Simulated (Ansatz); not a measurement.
# CH3F (fluoromethane): levels of theory compared

Aim: a comparison of 6 runs (HF/STO-3G, B3LYP/6-31G*, PBE0/def2-SVP, wB97X/6-31G**, MP2/STO-3G) of CH3F (fluoromethane). 

Program for the calculation: Ansatz 0.2.0.

7 further runs of the same task are left out: 1 that didn't finish, 6 set aside as unsound or not needed.

**1. The system as given**

The species is CH3F (5 atoms), meant as a singlet with charge 0. SMILES: `CF`. The coordinates come from a PBE0-D4/def2-TZVP relaxation.

Bond lengths: C1–F2 1.376 Å, C1–H3 1.092 Å, C1–H4 1.092 Å, C1–H5 1.092 Å. Angles: F2–C1–H3 109.1°, F2–C1–H4 109.1°, F2–C1–H5 109.1°, H3–C1–H4 109.9°, H3–C1–H5 109.9°, H4–C1–H5 109.9°.

**2. Energy and gradient at HF/STO-3G (run 1)**

run.yaml

```yaml
crystal:
  periodic: [false, false, false]
  atoms:
    - {symbol: C, position_ang: [-0.050700, 0.032900, 0.007800]}
    - {symbol: F, position_ang: [1.094100, -0.710500, -0.168600]}
    - {symbol: H, position_ang: [-0.918700, -0.626900, -0.058000]}
    - {symbol: H, position_ang: [-0.104800, 0.796000, -0.772000]}
    - {symbol: H, position_ang: [-0.019800, 0.508500, 0.990700]}
basis:
  gaussian:
    orbitals: STO-3G
magnetization:
  spin_polarized: false
  initial_magnetization: 0
hamiltonian:
  xc: hf
accuracy: high
output: {forces: true, orbitals: {seedname: orbitals}}
```

The run is started by

```
$ ansatz run run.yaml --threads 1 --pin off --max-ram 2610MiB --events-out events.jsonl --progress --plain --runs-dir runs
```

The log of the run:

```text
Warning: RAYON_NUM_THREADS=1 ignored (pool sized by the plan → 1); use --threads N
Functional definition: HF
  name "HF"
  exchange = exact_x
  correlation = 0
206 factors; integrals over basis functions are off by at most 4.2e-8 eV
mean field evaluation 1: about -3730.9011 eV, gradient 2.0e1 eV
mean field evaluation 2: about -3730.9959 eV, gradient 2.0e1 eV
mean field evaluation 4: about -3732.5366 eV, gradient 1.2e0 eV
mean field evaluation 8: about -3732.5428 eV, gradient 4.5e-6 eV
mean field -3732.54276126 eV, -137.1684164678 hartree, gradient 2.7e-8 eV, S^2 0.000000; 0 other end points of the search recorded, 0 dependent functions left out
the calculation of the forces begins
reference -3732.54276126 eV, -137.1684164678 hartree; 9, 9 occupied and 4, 4 virtual orbitals, 206 factors
Total energy: -3732.54276126 eV, -137.1684164678 hartree
Atom 0 at    -0.050700     0.032900     0.007800 Å, force     0.306947    -0.193975    -0.048111 eV/Å
Atom 1 at     1.094100    -0.710500    -0.168600 Å, force     0.592850    -0.384953    -0.091587 eV/Å
Atom 2 at    -0.918700    -0.626900    -0.058000 Å, force    -0.347005     0.124583     0.037322 eV/Å
Atom 3 at    -0.104800     0.796000    -0.772000 Å, force    -0.279433     0.237922    -0.018272 eV/Å
Atom 4 at    -0.019800     0.508500     0.990700 Å, force    -0.273359     0.216423     0.120649 eV/Å
Dipole moment:    -0.198945     0.129187     0.030653 e Å
```

Run time: 0.08 s. Hardware: 1 thread of Intel Xeon 6975P-C (Granite Rapids), shared host.

**3. Energy and gradient at B3LYP/6-31G(d) (spherical functions) (run 2)**

molecule.yaml

```yaml
crystal:
  periodic: [false, false, false]
  atoms:
    - {symbol: C, position_ang: [-0.050700, 0.032900, 0.007800]}
    - {symbol: F, position_ang: [1.094100, -0.710500, -0.168600]}
    - {symbol: H, position_ang: [-0.918700, -0.626900, -0.058000]}
    - {symbol: H, position_ang: [-0.104800, 0.796000, -0.772000]}
    - {symbol: H, position_ang: [-0.019800, 0.508500, 0.990700]}
basis:
  gaussian: {orbitals: 6-31G_st_-spherical.json}
accuracy: high
hamiltonian: {xc: {name: B3LYP}}
output: {forces: true, orbitals: {seedname: orbitals}}
```

The basis set 6-31G* is read from a file made from the Basis Set Exchange's data (not shown).

The run is started by

```
$ ansatz run molecule.yaml --threads 1 --pin off --max-ram 2610MiB --events-out events.jsonl --progress --plain --runs-dir runs
```

The log of the run, cut to the lines that bear on the results:

```text
Warning: RAYON_NUM_THREADS=1 ignored (pool sized by the plan → 1); use --threads N
Functional definition: B3LYP
  name "B3LYP"
[...]
747 factors; integrals over basis functions are off by at most 2.6e-9 eV
[...]
mean field -3802.29660880 eV, -139.7318230841 hartree, gradient 3.7e-8 eV, S^2 0.000000; 0 other end points of the search recorded, 0 dependent functions left out
[...]
reference -3802.29663109 eV, -139.7318239032 hartree; 9, 9 occupied and 25, 25 virtual orbitals, 747 factors
Total energy: -3802.29663109 eV, -139.7318239032 hartree
Atom 0 at    -0.050700     0.032900     0.007800 Å, force     0.050276    -0.028866    -0.008257 eV/Å
Atom 1 at     1.094100    -0.710500    -0.168600 Å, force     0.281405    -0.182743    -0.043546 eV/Å
Atom 2 at    -0.918700    -0.626900    -0.058000 Å, force    -0.168839    -0.015222     0.005842 eV/Å
Atom 3 at    -0.104800     0.796000    -0.772000 Å, force    -0.085430     0.127317    -0.064728 eV/Å
Atom 4 at    -0.019800     0.508500     0.990700 Å, force    -0.077412     0.099513     0.110689 eV/Å
Dipole moment:    -0.293264     0.190422     0.045190 e Å
```

Run time: 0.83 s. Hardware: 1 thread of Intel Xeon 6975P-C (Granite Rapids), shared host.

Runs 3 to 5 aren't shown in full; the table further down has their settings and results.

**4. Energy and forces at MP2/STO-3G (run 6)**

in.yaml

```yaml
crystal:
  periodic: [false, false, false]
  atoms:
    - {symbol: C, position_ang: [-0.050700, 0.032900, 0.007800]}
    - {symbol: F, position_ang: [1.094100, -0.710500, -0.168600]}
    - {symbol: H, position_ang: [-0.918700, -0.626900, -0.058000]}
    - {symbol: H, position_ang: [-0.104800, 0.796000, -0.772000]}
    - {symbol: H, position_ang: [-0.019800, 0.508500, 0.990700]}
basis:
  gaussian:
    orbitals: STO-3G
correlation:
  method: mp2
  frozen_orbitals: {C: 1, F: 1, H: 0}
accuracy: high
output: {forces: true, orbitals: {seedname: orbitals}}
```

The run is started by

```
$ ansatz run in.yaml --threads 1 --pin off --max-ram 2610MiB --events-out events.jsonl --progress --plain --runs-dir runs
```

The log of the run, cut to the lines that bear on the results:

```text
Warning: RAYON_NUM_THREADS=1 ignored (pool sized by the plan → 1); use --threads N
Functional definition: HF
  name "HF"
[...]
206 factors; integrals over basis functions are off by at most 4.2e-8 eV
[...]
mean field -3732.54276126 eV, -137.1684164678 hartree, gradient 2.7e-8 eV, S^2 0.000000; 0 other end points of the search recorded, 0 dependent functions left out
2 core orbitals not correlated: weight in the atoms' cores, before any rotation towards them, 1.000 or more for the frozen orbitals, at most 0.000 for the correlated occupied ones
reference -3732.54276126 eV, -137.1684164678 hartree; 7, 7 occupied and 4, 4 virtual orbitals, 206 factors
second order -1.84472789 eV of doubles, -0.00000000 eV of singles
[...]
Total energy: -3734.38748914 eV, -137.2362089672 hartree
Atom 0 at    -0.050700     0.032900     0.007800 Å, force     0.226317    -0.141852    -0.035656 eV/Å
Atom 1 at     1.094100    -0.710500    -0.168600 Å, force     1.470227    -0.954697    -0.226770 eV/Å
Atom 2 at    -0.918700    -0.626900    -0.058000 Å, force    -0.989973    -0.266576     0.004475 eV/Å
Atom 3 at    -0.104800     0.796000    -0.772000 Å, force    -0.384432     0.787337    -0.523074 eV/Å
Atom 4 at    -0.019800     0.508500     0.990700 Å, force    -0.322139     0.575788     0.781024 eV/Å
Dipole moment:    -0.167709     0.108901     0.025841 e Å
```

Run time: 0.1 s. Hardware: 1 thread of Intel Xeon 6975P-C (Granite Rapids), shared host.

**5. All runs side by side**

```
run                                level  Cartesian functions  frozen core orbitals  energy (Eh)  dipole moment (D)  HOMO energy (eV)  LUMO energy (eV)  wall time
  1                            HF/STO-3G                   no                     –  -137.168416               1.15            -11.33             16.28     0.08 s
  2   B3LYP/6-31G* (spherical functions)                   no                     –  -139.731824               1.69             -9.01              2.89     0.83 s
  3   B3LYP/6-31G* (Cartesian functions)                  yes                     –  -139.733788               1.69             -9.03              2.88     0.87 s
  4                        PBE0/def2-SVP                   no                     –  -139.482795               1.81             -9.52              2.28      1.1 s
  5  wB97X/6-31G** (spherical functions)                   no                     –  -139.700242               1.75            -11.88              5.57      3.6 s
  6                           MP2/STO-3G                   no                     2  -137.236209               0.97            -11.33             16.28      0.1 s
```

**6. Results**

| quantity | value |
| --- | --- |
| run 6: total energy | -137.23621 Eh |
| run 6: dipole moment (correlated density) | 0.97 D |
| run 6: HOMO energy (Hartree–Fock orbitals) | -11.33 eV |
| run 6: LUMO energy (Hartree–Fock orbitals) | 16.28 eV |
| run 6: HOMO–LUMO gap (Hartree–Fock orbitals) | 27.60 eV |
| run 6: correlation energy (2 core orbitals frozen) | -67.8 mEh |
| run 6: largest force on an atom | 1.768 eV/Å |

**Reading.** The dipole moment (its size) runs from 0.97 D (MP2/STO-3G) to 1.81 D (PBE0/def2-SVP). The two ends differ in method and basis. Over runs 1, 2, 3, 4, 5 the HOMO–LUMO gap runs from 11.80 eV (PBE0/def2-SVP) to 27.60 eV (HF/STO-3G). Totals of different functionals can't be ranked against each other. In runs 1, 6 the basis is minimal, so the values are rough. All runs together took 6.5 s, the longest 3.6 s.
